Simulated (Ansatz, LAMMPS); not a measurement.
How well does each level of theory give the lattice constant a of α-quartz (SiO2)?

Reference value: 4.914 Å (measured, 298 K, no zero-point or thermal correction; as tabulated in Sutter and Yavaş (2016), arXiv:1612.07049).

Problem. What do ionic model matsui1994, LDA, PBE, PBE-D3(BJ), r²SCAN-D4, HSE06, Hartree–Fock give, and how far is each from the reference?

Solution. 
| level (code) | value (Å) | difference (%) |
|---|---|---|
| ionic model matsui1994 (rigid ions, LAMMPS) | 4.877 | -0.75 |
| LDA (Ansatz) | 4.866 | -0.98 |
| PBE (Ansatz) | 5.022 | +2.20 |
| PBE-D3(BJ) (Ansatz) | 4.917 | +0.06 |
| r²SCAN-D4 (Ansatz) | 4.885 | -0.59 |
| HSE06 (Ansatz) | 4.981 | +1.36 |
| Hartree–Fock (Ansatz) | 5.009 | +1.93 |

The reference is not for a static lattice or low temperature, so close values are not ranked against it. Off by more than 1.25 %, or 1.75 % on the side where a correction would as a rule narrow the miss (bounds picked here): PBE (+2.20 %), Hartree–Fock (+1.93 %), HSE06 (+1.36 %).

The reference isn't brought to a static lattice, while the calculations are for one, so the differences are not the levels' errors alone.  Cutoffs and k meshes differ between the levels. Ansatz's density-functional and Hartree–Fock values are scalar-relativistic unless marked +SOC, with PAW data made under PBE.

Empirical potentials (ionic model matsui1994) are fitted to chosen data: where that held the value shown, agreement is built in, and what lay outside the fit can be far off.

Differences are worked out from the printed values.

Ansatz is a program for electronic structure.
